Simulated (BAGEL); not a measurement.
**A workflow on C4H11P (tert-butylphosphine)**

Wanted: the energy (HF/def2-SVP), then the energy (NEVPT2(2,2)/def2-SVP) of C4H11P (tert-butylphosphine). 

Program for the calculation: BAGEL 1.2.2.

1 further run of the same task is left out (set aside as unsound or not needed).

### 1 The structure to begin with

C4H11P: 16 atoms, total charge 0, spin state singlet. SMILES: `CC(C)(C)P`. The C1–H8 distance was set to 1.748 Å, away from the relaxed value. At this shape a bond of the SMILES string is far longer than usual.

Bond lengths: C1–C2 1.523 Å, C2–C3 1.527 Å, C2–C4 1.527 Å, C2–P5 1.872 Å, C1–H6 1.092 Å, C1–H7 1.096 Å, C3–H9 1.093 Å, C3–H10 1.093 Å, C3–H11 1.095 Å, C4–H12 1.093 Å, C4–H13 1.093 Å, C4–H14 1.095 Å, P5–H15 1.422 Å, P5–H16 1.422 Å. Some angles: C1–C2–C3 110.1°, C1–C2–C4 110.0°, C1–C2–P5 112.6°, C3–C2–C4 109.8°, C3–C2–P5 107.1°, C4–C2–P5 107.1°, C2–C1–H6 111.4°, C2–C1–H7 110.3°, C2–C3–H9 111.6°, C2–C3–H10 111.5°. A long bond or contact: C1–H8 1.748 Å.

### 2 A single-point energy at HF/def2-SVP (density fitting with svp-jkfit) (run 1)

File job.json:

```json
{ "bagel": [

{
  "title": "molecule",
  "basis": "svp",
  "df_basis": "svp-jkfit",
  "geometry": [
    { "atom": "C", "xyz": [    -0.22356594,     1.48293990,    -1.98131359 ] },
    { "atom": "C", "xyz": [     1.24605517,     0.32516139,     0.20455151 ] },
    { "atom": "C", "xyz": [     3.97400711,     1.26363718,     0.16961048 ] },
    { "atom": "C", "xyz": [     1.20119307,    -2.55313716,     0.01204511 ] },
    { "atom": "P", "xyz": [    -0.10787691,     1.17869399,     3.35897685 ] },
    { "atom": "H", "xyz": [    -0.22445411,     3.54491456,    -1.87932507 ] },
    { "atom": "H", "xyz": [     0.62943754,     0.93662008,    -3.78866655 ] },
    { "atom": "H", "xyz": [    -3.36531877,     0.46283172,    -1.99458703 ] },
    { "atom": "H", "xyz": [     5.07280727,     0.46016343,     1.72281417 ] },
    { "atom": "H", "xyz": [     4.06762414,     3.32245600,     0.31729258 ] },
    { "atom": "H", "xyz": [     4.88714167,     0.71816774,    -1.60512581 ] },
    { "atom": "H", "xyz": [    -0.73148653,    -3.28321395,     0.04212955 ] },
    { "atom": "H", "xyz": [     2.24201643,    -3.43374953,     1.56337798 ] },
    { "atom": "H", "xyz": [     2.07417095,    -3.15707473,    -1.76397619 ] },
    { "atom": "H", "xyz": [    -0.38869021,     3.81361472,     2.91303928 ] },
    { "atom": "H", "xyz": [    -2.68015321,     0.65624141,     2.78378201 ] }
  ]
},

{ "title": "hf" },

{ "title": "print", "file": "orbitals.molden", "orbitals": true }

]}
```

Run with:

```sh
$ BAGEL_NUM_THREADS=1 BAGEL job.json > job.out
```

Log:

```text
* using 1 threads per process

  ===============================================================
  ===============================================================

  *** Geometry ***

  { "atom" : "C", "xyz" : [     -0.223566,      1.482940,     -1.981314 ] },
  { "atom" : "C", "xyz" : [      1.246055,      0.325161,      0.204552 ] },
  { "atom" : "C", "xyz" : [      3.974007,      1.263637,      0.169610 ] },
  { "atom" : "C", "xyz" : [      1.201193,     -2.553137,      0.012045 ] },
  { "atom" : "P", "xyz" : [     -0.107877,      1.178694,      3.358977 ] },
  { "atom" : "H", "xyz" : [     -0.224454,      3.544915,     -1.879325 ] },
  { "atom" : "H", "xyz" : [      0.629438,      0.936620,     -3.788667 ] },
  { "atom" : "H", "xyz" : [     -3.365319,      0.462832,     -1.994587 ] },
  { "atom" : "H", "xyz" : [      5.072807,      0.460163,      1.722814 ] },
  { "atom" : "H", "xyz" : [      4.067624,      3.322456,      0.317293 ] },
  { "atom" : "H", "xyz" : [      4.887142,      0.718168,     -1.605126 ] },
  { "atom" : "H", "xyz" : [     -0.731487,     -3.283214,      0.042130 ] },
  { "atom" : "H", "xyz" : [      2.242016,     -3.433750,      1.563378 ] },
  { "atom" : "H", "xyz" : [      2.074171,     -3.157075,     -1.763976 ] },
  { "atom" : "H", "xyz" : [     -0.388690,      3.813615,      2.913039 ] },
  { "atom" : "H", "xyz" : [     -2.680153,      0.656241,      2.783782 ] },

  Number of auxiliary basis functions:      626

  Since a DF basis is specified, we compute 2- and 3-index integrals:
    o Being stored without compression. Storage requirement is 0.083 GB

  Number of basis functions:      129
  Number of electrons      :       50

    * METHOD: MOLECULE                             0.46

  *** RHF ***

  === Nuclear Repulsion ===
   245.9575083791

      * DIIS with orbital gradients will be used.

  === RHF iteration (svp) ===
      0       -498.06326260          0.01249069           0.15
      1       -498.23680330          0.00679401           0.15
      2       -498.28185807          0.00150958           0.15
      3       -498.28537325          0.00044791           0.15
      4       -498.28562435          0.00007335           0.15
      5       -498.28564152          0.00002085           0.15
      6       -498.28564294          0.00000610           0.15
      7       -498.28564305          0.00000175           0.15
      8       -498.28564307          0.00000060           0.15
      9       -498.28564307          0.00000019           0.15
     10       -498.28564307          0.00000006           0.15
     11       -498.28564307          0.00000002           0.15
     12       -498.28564307          0.00000001           0.16
    * SCF iteration converged.

    * Permanent dipole moment:
           (   -0.389925,    -0.096850,     0.415048) a.u.

    * METHOD: HF                                   2.27

    * METHOD: PRINT                                0.03

  ===============================================================
```

Wall time 2.9 s (1 thread of Arm Neoverse V2, shared host); peak memory 0.25 GiB.

### 3 A single-point energy at NEVPT2(2,2)/def2-SVP (density fitting with svp-jkfit) (run 2)

job.json, as its differences from that of step 2:

```diff
@@ -6,2 +6,3 @@
   "df_basis": "svp-jkfit",
+  "angstrom": false,
   "geometry": [
@@ -28,2 +29,6 @@
 
+{ "title": "casscf", "nstate": 1, "nact": 2, "nclosed": 24, "active": [24, 26], "maxiter": 200, "natocc": true },
+
+{ "title": "nevpt2", "nstate": 1, "nact": 2, "nclosed": 24, "active": [24, 26], "maxiter": 200, "natocc": true, "ncore": 9 },
+
 { "title": "print", "file": "orbitals.molden", "orbitals": true }
```

Run with:

```sh
$ BAGEL_NUM_THREADS=1 BAGEL job.json > job.out
```

Log:

```text
* using 1 threads per process

  ===============================================================
  ===============================================================

  *** Geometry ***

  { "atom" : "C", "xyz" : [     -0.223566,      1.482940,     -1.981314 ] },
  { "atom" : "C", "xyz" : [      1.246055,      0.325161,      0.204552 ] },
  { "atom" : "C", "xyz" : [      3.974007,      1.263637,      0.169610 ] },
  { "atom" : "C", "xyz" : [      1.201193,     -2.553137,      0.012045 ] },
  { "atom" : "P", "xyz" : [     -0.107877,      1.178694,      3.358977 ] },
  { "atom" : "H", "xyz" : [     -0.224454,      3.544915,     -1.879325 ] },
  { "atom" : "H", "xyz" : [      0.629438,      0.936620,     -3.788667 ] },
  { "atom" : "H", "xyz" : [     -3.365319,      0.462832,     -1.994587 ] },
  { "atom" : "H", "xyz" : [      5.072807,      0.460163,      1.722814 ] },
  { "atom" : "H", "xyz" : [      4.067624,      3.322456,      0.317293 ] },
  { "atom" : "H", "xyz" : [      4.887142,      0.718168,     -1.605126 ] },
  { "atom" : "H", "xyz" : [     -0.731487,     -3.283214,      0.042130 ] },
  { "atom" : "H", "xyz" : [      2.242016,     -3.433750,      1.563378 ] },
  { "atom" : "H", "xyz" : [      2.074171,     -3.157075,     -1.763976 ] },
  { "atom" : "H", "xyz" : [     -0.388690,      3.813615,      2.913039 ] },
  { "atom" : "H", "xyz" : [     -2.680153,      0.656241,      2.783782 ] },

  Number of auxiliary basis functions:      626

  Since a DF basis is specified, we compute 2- and 3-index integrals:
    o Being stored without compression. Storage requirement is 0.083 GB

  Number of basis functions:      129
  Number of electrons      :       50

    * METHOD: MOLECULE                             0.46

  *** RHF ***

  === Nuclear Repulsion ===
   245.9575083791

      * DIIS with orbital gradients will be used.

  === RHF iteration (svp) ===
      0       -498.06326260          0.01249069           0.15
      1       -498.23680330          0.00679401           0.15
      2       -498.28185807          0.00150958           0.14
      3       -498.28537325          0.00044791           0.15
      4       -498.28562435          0.00007335           0.14
      5       -498.28564152          0.00002085           0.15
      6       -498.28564294          0.00000610           0.15
      7       -498.28564305          0.00000175           0.15
      8       -498.28564307          0.00000060           0.15
      9       -498.28564307          0.00000019           0.15
     10       -498.28564307          0.00000006           0.15
     11       -498.28564307          0.00000002           0.15
     12       -498.28564307          0.00000001           0.15
    * SCF iteration converged.

    * Permanent dipole moment:
           (   -0.389925,    -0.096850,     0.415048) a.u.

    * METHOD: HF                                   2.24

  ---------------------------
      CASSCF calculation
  ---------------------------

    ==== Active orbitals : =====
         Orbital 24
         Orbital 26
    ============================

    * nstate   :      1
    * nclosed  :     24
    * nact     :      2
    * nvirt    :    103
  === CASSCF iteration (svp) ===

    * Using the second-order algorithm

      0  0      -498.29325268     8.29e-04      0.04

      1  0      -498.31887868     1.30e-03      0.80

      2  0      -498.32422080     4.42e-04      0.88

      3  0      -498.32443982     1.13e-04      0.90

      4  0      -498.32444822     2.96e-05      0.90

      5  0      -498.32444868     7.96e-06      0.90

      6  0      -498.32444871     2.15e-06      0.91

      7  0      -498.32444871     5.81e-07      0.88

      8  0      -498.32444871     1.56e-07      0.84

      9  0      -498.32444871     4.21e-08      0.78

     10  0      -498.32444871     1.13e-08      0.74

     11  0      -498.32444871     3.05e-09      0.69

    * Second-order optimization converged. *

     guess   0:   closed 1.                   open ..

  === FCI iteration ===

      0  0      -498.28356197     8.34e-02      0.00
      1  0      -498.32432460     3.97e-03      0.00
      2  0 *    -498.32444871     3.40e-16      0.00

     * ci vector, state   0, <S^2> = 0.0000
       2.     0.9712171431
       .2    -0.2381958459

    * METHOD: CASSCF                               9.62

    * freezing 9 orbitals

  === DF-NEVPT2 calculation ===

    * 3-index integral transformation done
    * assembly done

      NEVPT2 correlation energy:   -0.6890334157      0.59

          (+0)     -0.6356740467
          (+0)'    -0.0145167102
          (+1)     -0.0080200245
          (+1)'    -0.0000000000
          (+2)     -0.0003376661
          (-1)     -0.0258217494
          (-1)'     0.0000000000
          (-2)     -0.0046632188

      NEVPT2 total energy:       -499.0134821267

    * METHOD: NEVPT2                               0.91

    * METHOD: PRINT                                0.03

  ===============================================================
```

Wall time 14 s (1 thread of Arm Neoverse V2, shared host); peak memory 0.25 GiB.

### 4 What came out

| quantity | value |
| --- | --- |
| run 1, HF/def2-SVP: total energy | -498.28564 Eh |
| run 1, HF/def2-SVP: dipole moment | 1.47 D |
| run 1, HF/def2-SVP: HOMO energy | -9.68 eV |
| run 1, HF/def2-SVP: LUMO energy | 3.05 eV |
| run 1, HF/def2-SVP: HOMO–LUMO gap | 12.73 eV |
| run 2, NEVPT2(2,2)/def2-SVP: total energy | -499.01348 Eh |
